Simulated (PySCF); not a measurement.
PySCF input (BP86/6-31G* (5d)):

```python
from pyscf import gto, dft

mol = gto.M(
    atom='''
    O     0.00797430    0.03127390    1.17113953
    C     0.01594649    1.23699325    0.39861600
    C    -0.00912020   -1.05942675    0.35440347
    C     0.00238201    0.77005062   -0.90890318
    C    -0.01334858   -0.66592199   -0.94516083
    H    -0.01658194   -2.03380540    0.82240935
    H     0.00366830    1.41506903   -1.77894846
    H    -0.02603907   -1.32162564   -1.80630991
    ''',
    basis='6-31g*',
    charge=-1,
    spin=0,
    verbose=4,
)

mf = dft.RKS(mol, xc='bp86')
mf.grids.level = 3
mf.conv_tol = 1e-9
mf.max_cycle = 100
mf.max_memory = 1500
mf.kernel()
if not mf.converged:
    mf = mf.newton()
    mf.kernel(mf.make_rdm1())
mf.dip_moment()
```

Output:

```
PySCF version 2.14.0

[INPUT] verbose = 4
[INPUT] num. atoms = 8
[INPUT] num. electrons = 36
[INPUT] charge = -1
[INPUT] spin (= nelec alpha-beta = 2S) = 0
[INPUT] symmetry False subgroup None
[INPUT] Mole.unit = angstrom
[INPUT] Symbol           X                Y                Z      unit          X                Y                Z       unit  Magmom
[INPUT]  1 O      0.007974300000   0.031273900000   1.171139530000 AA    0.015069243035   0.059099105847   2.213132965352 Bohr   0.0
[INPUT]  2 C      0.015946490000   1.236993250000   0.398616000000 AA    0.030134498748   2.337578460436   0.753275068870 Bohr   0.0
[INPUT]  3 C     -0.009120200000  -1.059426750000   0.354403470000 AA   -0.017234680201  -2.002026406538   0.669725495896 Bohr   0.0
[INPUT]  4 C      0.002382010000   0.770050620000  -0.908903180000 AA    0.004501346526   1.455184773852  -1.717578083946 Bohr   0.0
[INPUT]  5 C     -0.013348580000  -0.665921990000  -0.945160830000 AA   -0.025225160352  -1.258410181425  -1.786095112367 Bohr   0.0
[INPUT]  6 H     -0.016581940000  -2.033805400000   0.822409350000 AA   -0.031335325214  -3.843335196661   1.554128433782 Bohr   0.0
[INPUT]  7 H      0.003668300000   1.415069030000  -1.778948460000 AA    0.006932082343   2.674092914054  -3.361725379117 Bohr   0.0
[INPUT]  8 H     -0.026039070000  -1.321625640000  -1.806309910000 AA   -0.049206710838  -2.497510498803  -3.413431025988 Bohr   0.0

nuclear repulsion = 150.243502670151
number of shells = 36
number of NR pGTOs = 147
number of NR cGTOs = 76
basis = 6-31g*
ecp = {}

******** <class 'pyscf.dft.rks.RKS'> ********
method = RKS
initial guess = minao
damping factor = 0
level_shift factor = 0
DIIS = <class 'pyscf.scf.diis.CDIIS'>
diis_start_cycle = 1
diis_space = 8
diis_damp = 0
SCF conv_tol = 1e-09
SCF conv_tol_grad = None
SCF max_cycles = 100
direct_scf = True
direct_scf_tol = 1e-13
XC library pyscf.dft.libxc version 7.1.2
    S. Lehtola, C. Steigemann, M. J. T. Oliveira, and M. A. L. Marques,  SoftwareX 7, 1–5 (2018)
XC functionals = bp86
    A. D. Becke,  Phys. Rev. A 38, 3098 (1988)
    J. P. Perdew,  Phys. Rev. B 33, 8822 (1986)
    J. P. Perdew,  Phys. Rev. B 34, 7406–7406 (1986)
radial grids:
    Treutler-Ahlrichs [JCP 102, 346 (1995); DOI:10.1063/1.469408] (M4) radial grids

becke partition: Becke, JCP 88, 2547 (1988); DOI:10.1063/1.454033
pruning grids: <function nwchem_prune>
grids dens level: 3
symmetrized grids: False
atomic radii adjust function: <function treutler_atomic_radii_adjust>
small_rho_cutoff = 0
Set gradient conv threshold to 3.16228e-05
Initial guess from minao.
tot grids = 99984
init E= -229.958738078356
  HOMO = -0.259137444143482  LUMO = -0.0819713052441369  gap/eV = 4.82094
cycle= 1 E= -229.218210713544  delta_E= 0.741  |g|= 0.699  |ddm|= 3.09
  HOMO = 0.220917634277155  LUMO = 0.293417800074612  gap/eV = 1.97283
cycle= 2 E= -228.929426379543  delta_E= 0.289  |g|=  1.3  |ddm|= 3.79
  HOMO = 0.0887237865163093  LUMO = 0.242152833776269  gap/eV = 4.17502
cycle= 3 E= -229.333419600917  delta_E= -0.404  |g|= 0.299  |ddm|= 2.96
  HOMO = 0.0906714601430139  LUMO = 0.221305315920028  gap/eV = 3.55473
cycle= 4 E= -229.354240130776  delta_E= -0.0208  |g|= 0.0988  |ddm|= 0.42
  HOMO = 0.083303208342409  LUMO = 0.220412934867443  gap/eV = 3.73095
cycle= 5 E= -229.355960179195  delta_E= -0.00172  |g|= 0.052  |ddm|= 0.148
  HOMO = 0.0856705337334138  LUMO = 0.223295293718734  gap/eV = 3.74496
cycle= 6 E= -229.356652555582  delta_E= -0.000692  |g|= 0.0167  |ddm|= 0.0699
  HOMO = 0.0865537846286029  LUMO = 0.22263850841263  gap/eV = 3.70305
cycle= 7 E= -229.356704522299  delta_E= -5.2e-05  |g|= 0.00892  |ddm|= 0.0246
  HOMO = 0.0857747287498873  LUMO = 0.222639351189169  gap/eV = 3.72428
cycle= 8 E= -229.356725461207  delta_E= -2.09e-05  |g|= 0.000499  |ddm|= 0.0104
  HOMO = 0.0857372921712538  LUMO = 0.222611033441163  gap/eV = 3.72452
cycle= 9 E= -229.356725520123  delta_E= -5.89e-08  |g|= 0.000155  |ddm|= 0.000785
  HOMO = 0.0857164660985745  LUMO = 0.222598583919266  gap/eV = 3.72475
cycle= 10 E= -229.356725531671  delta_E= -1.15e-08  |g|= 9.48e-05  |ddm|= 0.000251
  HOMO = 0.0857198901476548  LUMO = 0.222595549165823  gap/eV = 3.72458
cycle= 11 E= -229.356725529812  delta_E= 1.86e-09  |g|= 2.1e-05  |ddm|= 0.000122
  HOMO = 0.0857215466040007  LUMO = 0.222597525512023  gap/eV = 3.72459
cycle= 12 E= -229.356725529924  delta_E= -1.12e-10  |g|= 1.61e-06  |ddm|= 3.1e-05
  HOMO = 0.0857216085896821  LUMO = 0.222597565021383  gap/eV = 3.72458
Extra cycle  E= -229.356725529922  delta_E= 1.99e-12  |g|= 3e-06  |ddm|= 6.61e-06
converged SCF energy = -229.356725529922

WARN: System has nonzero charge -1; the dipole moment is origin-dependent.
Location of origin: [0. 0. 0.]

Dipole moment(X, Y, Z, Debye): -0.04936, -3.72202, -1.41091
```

The dipole moment of an ion depends on the origin.
